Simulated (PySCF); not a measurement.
# PH5F(+): phosphonium and hydrogen fluoride

A complex built from phosphonium and hydrogen fluoride; charge +1, singlet.

Parts: 1 = phosphonium ([PH4+]), atoms 1–5, charge +1; 2 = hydrogen fluoride (F), atoms 6–7.

Coordinates in Å:
```
P1     -0.108    0.045   -0.074
H2     -1.017   -0.114    0.976
H3      0.824   -0.995   -0.060
H4      0.546    1.275    0.042
H5     -0.806    0.014   -1.289
F6      1.254    0.113    2.301
H7      1.722    0.116    3.101
```

In these coordinates P1···F6 is 2.739 Å. Part 2 is then moved rigidly along that line, all else held; at short range other atoms may come into contact.

The starting structure comes from a short search with a few starts; no frequency run checks that it is a minimum, and another way of binding may lie lower.

Method: CCSD(T)/aug-cc-pVDZ and MP2/aug-cc-pVTZ, aug-cc-pVQZ counterpoise interaction energy, frozen core, gas phase (PySCF). The geometry comes from PBE0-D3(BJ)/def2-TZVPD.

Counterpoise energies in kJ/mol, cluster less the parts frozen as they stand in it; small is aug-cc-pVDZ, large aug-cc-pVQZ. Estimated limit: HF in aug-cc-pVQZ, MP2 correlation extrapolated as X⁻³ from aug-cc-pVTZ and aug-cc-pVQZ, and CCSD(T) less MP2 in aug-cc-pVDZ; it isn't the exact limit.

| P1···F6 (Å) | HF large | MP2 large | SCS-MP2 large | CCSD(T) small | CCSD(T) limit est. |
| --- | --- | --- | --- | --- | --- |
| 2.465 | ? | ? | ? | ? | ? |
| 2.602 | -38.1 | -43.7 | -41.6 | -39.2 | -44.1 |
| 2.739 | -41.0 | -44.9 | -43.3 | -41.7 | -45.3 |
| 2.876 | -41.5 | -44.0 | -42.8 | -41.7 | -44.3 |
| 3.013 | -40.6 | -42.0 | -41.1 | -40.4 | -42.3 |
| 3.424 | -34.8 | -34.5 | -34.0 | -33.7 | -34.6 |
| 4.108 | -25.6 | -24.5 | -24.3 | -24.1 | -24.5 |
| 5.478 | ? | ? | ? | ? | ? |

(1) Fill in the withheld rows.

Results:

(1) 
```csv
P1···F6 (Å),HF large,MP2 large,SCS-MP2 large,CCSD(T) small,CCSD(T) limit est.
2.465,-30.9,-38.8,-36.2,-32.5,-39.4
5.478,-15.2,-14.2,-14.2,-14.1,-14.2
```

The 8 runs took 11 min in all, one thread each of Arm Neoverse N1 on a shared host, launched as `OMP_NUM_THREADS=1 python cluster_run.py task.json out`.
